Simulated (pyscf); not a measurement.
HN=SiH–OH → HN=Si: [singlet] + H₂O (1,1-elimination; singlet surface; O–Si, H–Si broken, H–O formed). Single points on ωB97X-D3(BJ)/def2-SVP structures (PySCF, gas phase). Correlated levels are frozen-core, on RHF or UHF. ΔMP2 is the change of the MP2 total energy from the triple- to the quadruple-zeta basis. Energies in kcal/mol from the reactant's lowest minimum found.

| level | barrier | reaction energy |
|---|---|---|
| r²SCAN/def2-TZVP | 65.9 | +33.7 |
| PBE0-D3(BJ)/def2-TZVP | 67.3 | +31.3 |
| M06-2X/def2-TZVP | … | +29.4 |
| HF/def2-TZVP | 91.0 | +29.6 |
| MP2/def2-QZVPP | 70.3 | +28.5 |
| CCSD(T)/def2-TZVPP | 70.2 | +25.7 |
| CCSD(T)/def2-TZVPP + ΔMP2(QZVPP) | … | … |

### Question
What belongs in the gaps?

### Answer

- M06-2X/def2-TZVP, barrier: 70.9
- CCSD(T)/def2-TZVPP + ΔMP2(QZVPP), barrier: 69.9
- CCSD(T)/def2-TZVPP + ΔMP2(QZVPP), reaction energy: +26.3

On the product side the descent ends in a complex, 4.6 kcal/mol under the separated species and 44.4 kcal/mol under the saddle at ωB97X-D3(BJ)/def2-TZVP. The products may also form a dative adduct at HN=Si: [singlet]; it and routes through it were not searched. At ωB97X-D3(BJ) the barrier from the zero used here is 72.7 kcal/mol. HN=SiH–OH lies 21.1 kcal/mol over its isomer H₂N–Si:–OH [singlet] (electronic energy, ωB97M-D3(BJ)). One saddle was located; it need not be the lowest between these sides. The CCSD(T) − MP2 part came from Ansatz, without density fitting, on the same reference.
